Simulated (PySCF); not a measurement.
Frontier levels across methods

Species: CH8Si2.
Geometry (PBE0-D3(BJ)/def2-SVP, Å), atoms numbered from 1 in this order:
```
atom  x, y, z in Å
Si1    1.442    0.714    0.010
C2     0.231   -0.720   -0.134
Si3   -1.584   -0.263    0.062
H4     2.850    0.244   -0.175
H5     1.148    1.748   -1.029
H6     1.329    1.354    1.357
H7     0.490   -1.478    0.626
H8     0.368   -1.198   -1.120
H9    -1.986    0.723   -0.987
H10   -1.822    0.354    1.403
H11   -2.455   -1.472   -0.065
```

Basis pcSseg-2 throughout (PySCF), one geometry. Geometry: PBE0-D3(BJ)/def2-SVP; no solvent, vibrations or thermal averaging.

**Question.** How do the orbital energies, the gap and the dipole change with the method?

**Answer.** 
```
   method                    kind  HOMO (eV)  LUMO (eV)  gap (eV)  μ (D)  SCF cycles
     BLYP                     GGA      -7.44      -0.63      6.81   0.85          12
    B97-D                     GGA      -7.55      -0.58      6.97   0.86          12
     OPBE                     GGA      -7.56      -0.54      7.02   0.87          13
      PBE                     GGA      -7.56      -0.73      6.83   0.87          12
      KT2                     GGA      -7.62      -0.81      6.81   0.83          13
      LDA                     LDA      -7.63      -0.92      6.71   0.85          12
      KT3                     GGA      -7.66      -0.78      6.88   0.83          13
     BP86                     GGA      -7.66      -0.69      6.97   0.86          12
    B97-2           global hybrid      -8.56       0.06      8.62   0.85          12
    B3LYP           global hybrid      -8.59      -0.20      8.39   0.84          11
     PBE0           global hybrid      -8.80       0.03      8.83   0.85          10
 mPW1PW91           global hybrid      -8.83       0.03      8.86   0.85          10
BHandHLYP           global hybrid      -9.96       0.70     10.66   0.82          11
CAM-B3LYP  range-separated hybrid     -10.15       0.85     11.00   0.83          11
  wB97X-D  range-separated hybrid     -10.65       1.71     12.36   0.85          12
  LC-wPBE  range-separated hybrid     -11.51       1.98     13.49   0.84          12
       HF            Hartree–Fock     -11.81       2.48     14.29   0.83           9
```

The HOMO spans 4.37 eV, from BLYP down to HF, and the gap runs from 6.71 eV (LDA) to 14.29 eV (HF). Over the methods BLYP (0 %), B97-D (0 %), OPBE (0 %), PBE (0 %), KT2 (0 %), LDA (0 %), KT3 (0 %), BP86 (0 %), B97-2 (21 %), B3LYP (20 %), PBE0 (25 %), mPW1PW91 (25 %), BHandHLYP (50 %), HF (100 %), a straight line through the gap against the share of exact exchange rises by 0.75 eV for each 10 % (correlation coefficient 0.999). The dipole ranges from 0.82 D (BHandHLYP) to 0.87 D (OPBE). This basis has no diffuse functions.
